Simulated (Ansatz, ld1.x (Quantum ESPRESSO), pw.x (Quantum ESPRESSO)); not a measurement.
Which W potential is closest to all-electron in the bcc crystal?

All use PBE, scalar-relativistic, no spin, cutoffs from each file’s atomic test, pw.x 7.5; 14³ k-points, Fermi–Dirac smearing 0.01 Ry. Δ is the rms difference from all-electron LAPW of the E(V) curves that follow from fits to the pressures, over ±6 % in volume. Mesh and smearing are coarse and serve the comparison alone. The files are a selection: those with a ghost or negative overlap were mostly not run, and those with noisy or unconverged pressures or nearly equal Δ are left out.

All-electron: a0 = 3.184 Å (V0 = 16.15 Å³/atom), B0 = 300.6 GPa.

Task: Rank them by Δ, smallest first.
A. norm-conserving Troullier–Martins (Kleinman–Bylander form), ld1.x (Quantum ESPRESSO) 7.5, PBE; core [Xe] 4f14, reference 5d4 6s0 6p0; waves: 6p (bound, empty): rc 2.50 bohr; 5d (bound): rc 1.70 bohr; 6s (bound, empty): rc 2.50 bohr; local part: the s channel; core correction: none.
B. PAW, ld1.x (Quantum ESPRESSO) 7.5, PBE; core [Kr] 4d10 4f14, reference 5s2 5p6 5d4 6s2 6p0; waves: 5s (bound): rcut 1.75, rcutus 2.15 bohr; 6s (bound): rcut 1.75, rcutus 2.15 bohr; 5p (bound): rcut 1.65, rcutus 1.85 bohr; 6p (bound, empty): rcut 1.65, rcutus 1.85 bohr; 5d (bound): rcut 1.70, rcutus 2.30 bohr; 5d channel at 3.55 Ry: rcut 1.70, rcutus 2.30 bohr; local part: all-electron potential smoothed inside 1.55 bohr (lloc = -2); core correction: Bessel-smoothed model core inside 1.05 bohr; augmentation: BESSEL, radius 1.85 bohr.
C. norm-conserving Troullier–Martins (Kleinman–Bylander form), ld1.x (Quantum ESPRESSO) 7.5, PBE; core [Xe] 4f14, reference 5d4 6s2 6p0; waves: 6p (bound, empty): rc 3.10 bohr; 5d (bound): rc 1.65 bohr; 6s (bound): rc 2.90 bohr; local part: the s channel; core correction: Bessel-smoothed model core inside 1.00 bohr.

Result: B (10.7 meV/atom), C (16.7 meV/atom), A (30.4 meV/atom).
